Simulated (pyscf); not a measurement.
Elementary routes open to HO–GeH₃ + germane (GeH₄) in the gas phase (singlet surface):
A. digermane (H₃Ge–GeH₃) + water (H₂O) (Ge–O, Ge–H broken; Ge–Ge, H–O formed)
B. H₃Ge–O–GeH₃ + hydrogen (H₂) (Ge–H, H–O broken; Ge–O, H–H formed)

PySCF, gas phase, ωB97X-D3(BJ)/def2-SVP geometries.

### Question
Rank the routes by free-energy barrier at 600 K, lowest first, for ωB97M-D3(BJ)/def2-TZVP energies (ideal gas, 1 atm, RRHO with modes under 100 cm⁻¹ raised to 100, one conformer, R ln 2 for chiral ones without a mode under 150 cm⁻¹).

### Answer
B (2.61 eV), A (2.72 eV)

Route B is the fastest of these, ahead of the next by 0.11 eV. The most stable products are those of B (ΔG = -0.05 eV), so kinetics and thermodynamics agree. At 1200 K B is still the fastest. Only these routes are compared; each barrier is that of the saddle found, and lower ones may exist. Elements up to Kr have no core potential and no relativistic terms here.
